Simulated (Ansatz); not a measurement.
# C₂H₃F, singlet: energies of several shapes or isomers

Calculated in Ansatz's Gaussian-basis code. Basis cc-pVDZ, nonrelativistic, 3 orbitals frozen in the corrections; active space CAS(2,2). Restricted Hartree–Fock, then the lowest state-specific CASSCF solution met for each case. Coupled cluster stands on the determinant that it favours, not always the lowest RHF. Single-reference values can break down or jump between states where bonds are stretched. Unlike active orbitals can shift such differences by tenths of an eV, at times by over 1 eV.

Case A:

```xyz
6

C    -0.0679    0.4328   -0.0073
C     0.0123   -0.1640   -1.1895
F     0.0510   -0.2544    1.1530
H    -0.2306    1.4913    0.1618
H    -0.7674   -0.8287   -1.5385
H     0.8728    0.0152   -1.8196
```

Case B:

```xyz
6

C     0.0000    0.4372    0.0203
C     0.0000   -0.2001    1.1839
F     0.0000   -0.2248   -1.1606
H     0.0000    1.5128   -0.1165
H     0.0000   -1.2813    1.2333
H     0.0000    0.3693    2.1033
```

Energy less that of case A, in eV:

```tsv
case	RHF/ROHF	CASSCF	CCSD(T)
B	-2.822	-2.542	-2.442
```

What does SC-NEVPT2 give for these differences?

B: -2.493 eV (-57.5 kcal/mol).
